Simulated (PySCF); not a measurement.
**Frontier levels across methods**

C4H10S.
Geometry (PBE0-D3(BJ)/def2-SVP, Å), atoms numbered from 1 in this order:
```
atom  x, y, z in Å
C1     0.7512    0.8281   -0.9097
C2     0.0895    0.0059    0.1912
C3    -0.3512   -1.3556   -0.3347
C4    -1.0994    0.7614    0.7814
S5     1.2643   -0.2155    1.6010
H6     0.0407    1.0017   -1.7359
H7     1.0851    1.8031   -0.5268
H8     1.6272    0.3065   -1.3253
H9    -0.8036   -1.9599    0.4648
H10   -1.0936   -1.2310   -1.1412
H11    0.5005   -1.9186   -0.7470
H12   -1.5739    0.1874    1.5918
H13   -0.7911    1.7382    1.1843
H14   -1.8544    0.9365   -0.0014
H15    2.2084   -0.8888    0.9074
```

Basis pcSseg-1 throughout (PySCF), one geometry. Geometry: PBE0-D3(BJ)/def2-SVP; no solvent, vibrations or thermal averaging.

Problem. How do the orbital energies, the gap and the dipole change with the method?

Solution. 
```csv
method,kind,HOMO (eV),LUMO (eV),gap (eV),μ (D),SCF cycles
B97-2,global hybrid,-6.46,0.52,6.97,1.76,12
PBE0,global hybrid,-6.70,0.53,7.23,1.77,12
BHandHLYP,global hybrid,-7.82,1.42,9.24,1.76,12
CAM-B3LYP,range-separated hybrid,-8.05,1.54,9.59,1.72,12
wB97X-D,range-separated hybrid,-8.61,2.30,10.92,1.82,12
LC-wPBE,range-separated hybrid,-9.49,2.79,12.29,1.83,13
```

The HOMO spans 3.04 eV, from B97-2 down to LC-wPBE, and the gap runs from 6.97 eV (B97-2) to 12.29 eV (LC-wPBE). Over the methods B97-2 (21 %), PBE0 (25 %), BHandHLYP (50 %), a straight line through the gap against the share of exact exchange rises by 0.79 eV for each 10 % (correlation coefficient 1.000). The dipole ranges from 1.72 D (CAM-B3LYP) to 1.83 D (LC-wPBE). This basis has no diffuse functions.

The vertical ΔSCF ionisation energy at wB97X-D/def2-SVPD is 9.06 eV; −ε(HOMO) comes closest to it with LC-wPBE (9.49 eV) and wB97X-D (8.61 eV).
